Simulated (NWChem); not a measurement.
Program: NWChem. System: fluorine (F2), charge 0, spin multiplicity 1, at a geometry optimised with PBE0/def2-SVP. Level: MP2/def2-QZVP, 2 core orbitals frozen.

The NWChem input:

```
start mol
memory heap 200 mb stack 900 mb global 1100 mb
geometry units angstroms nocenter noautoz
  F      0.000000     0.000000     0.688226
  F      0.000000     0.000000    -0.688226
  symmetry group D2h
end
basis spherical
  * library def2-qzvp
end
scf
  rhf
  nopen 0
  maxiter 100
  thresh 1e-7
  semidirect memsize 60000000 filesize 0
end
mp2
  freeze core 2
end
task mp2 energy
```

Output (cleaned and shortened):

```
             Northwest Computational Chemistry Package (NWChem) 7.3.0
             --------------------------------------------------------

                                NWChem Input Module
                                -------------------

 Scaling coordinates for geometry "geometry" by  1.889725989
 (inverse scale =  0.529177249)

 Turning off AUTOSYM since
 SYMMETRY directive was detected!

                             Geometry "geometry" -> ""
                             -------------------------

 Output coordinates in angstroms (scale by  1.889725989 to convert to a.u.)

  No.       Tag          Charge          X              Y              Z
 ---- ---------------- ---------- -------------- -------------- --------------
    1 F                    9.0000     0.00000000     0.00000000     0.68822600
    2 F                    9.0000     0.00000000     0.00000000    -0.68822600

 Effective nuclear repulsion energy (a.u.)      31.1404663359

            Nuclear Dipole moment (a.u.)
            ----------------------------
        X                 Y               Z
 ---------------- ---------------- ----------------
     0.0000000000     0.0000000000     0.0000000000

      Symmetry information
      --------------------

 Group name             D2h
 Group number             26
 Group order               8
 No. of unique centers     1

      Symmetry unique atoms

     1


 Summary of "ao basis" -> "" (spherical)
 ------------------------------------------------------------------------------
       Tag                 Description            Shells   Functions and Types
 ---------------- ------------------------------  ------  ---------------------
 *                         def2-qzvp                  on all atoms

 Summary of "ao basis" -> "ao basis" (spherical)
 ------------------------------------------------------------------------------
       Tag                 Description            Shells   Functions and Types
 ---------------- ------------------------------  ------  ---------------------
 F                         def2-qzvp                17       57   7s4p3d2f1g
[...]
     1   1 0 0     -0.000000      0.000000      0.000000
     1   0 1 0     -0.000000      0.000000      0.000000
     1   0 0 1      0.000000      0.000000      0.000000

     2   2 0 0     -6.999015      0.000000      0.000000
     2   1 1 0     -0.000000      0.000000      0.000000
     2   1 0 1     -0.000000      0.000000      0.000000
     2   0 2 0     -6.999015      0.000000      0.000000
     2   0 1 1      0.000000      0.000000      0.000000
     2   0 0 2     -6.561967      0.000000     30.446146

                   NWChem MP2 Semi-direct Energy/Gradient Module
                   ---------------------------------------------

  Basis functions       =    114
  Molecular orbitals    =    114
  Frozen core           =      2
  Frozen virtuals       =      0
  Active alpha occupied =      7
  Active beta occupied  =      7
  Active alpha virtual  =    105
  Active beta virtual   =    105
  Use MO symmetry       = T
  Use skeleton AO sym   = T

  AO/Fock/Back tols     =   1.0D-09  1.0D-09  1.0D-09

 GA uses MA = F    GA memory limited = T

 Available:
  local mem=  1.26D+08
 global mem=  1.44D+08
 local disk=  0.00D+00
  mp2_memr nvloc                   105
  nvloc new                   105
   1 passes of   7:        7340032                      87237                  16315774.
   1 passes of   7: M    126152505           G      144153208           F     118812473.

 Semi-direct pass number   1 of   1  for RHF alpha+beta  at        2.0s
  vrange nnbf                  6520
  mp2_eaftype                    62  avail_ma_in_mb                  1099
 EAF : mp2_eaftype filesize          62    8157887.
  mp2_eaf for mointskh                     62
Node 0 wrote     38.3 Mb in      0.0 s     Agg I/O rate:  2077.3 Mb/s
 Done moints_semi at        5.8s
  mp2_eaftype                    62  avail_ma_in_mb                  1037
 EAF : mp2_eaftype filesize          62    8157887.
  mp2_eaf for kh                    62
 Done maket at        5.9s
 Done multipass loop at        5.9s

          -------------------------------------------
          SCF energy                -198.776158342245
          Correlation energy          -0.562881078066
          Singlet pairs               -0.356144765764
          Triplet pairs               -0.206736312303
          Total MP2 energy          -199.339039420311
          -------------------------------------------

          ---------------------------------------------------
                    Spin Component Scaled (SCS) MP2
          Same spin pairs                     -0.137824208202
          Same spin scaling factor             0.333333333333
          Opposite spin pairs                 -0.425056869865
          Opposite spin scaling fact.          1.200000000000
          SCS-MP2 correlation energy          -0.556009646572
          Total SCS-MP2 energy              -199.332167988816
          ---------------------------------------------------

 -----------------------
 Performance information
 -----------------------

 Timer overhead =  1.55D-07 seconds/call

               Nr. of calls         CPU time (s)                 Wall time (s)                GFlops
             ---------------    -------------------     ------------------------------   -------------------
Name         Min   Avg   Max    Min     Avg     Max     Min     Avg     Max   Mx/calls   Min     Max     Sum
mp2: moin     1     1     1    3.7     3.7     3.7      3.7     3.7     3.7     3.7      0.0     0.0     0.0
mp2: make     1     1     1   0.14    0.14    0.14     0.14    0.14    0.14    0.14      0.0     0.0     0.0
mp2: tota     1     1     1    4.0     4.0     4.0      4.0     4.0     4.0     4.0      0.0     0.0     0.0

 The average no. of pstat calls per process was 3.00D+00
 with a timing overhead of 4.64D-07s

 Task  times  cpu:        5.9s     wall:        5.9s

 Total times  cpu:        5.9s     wall:        5.9s
```
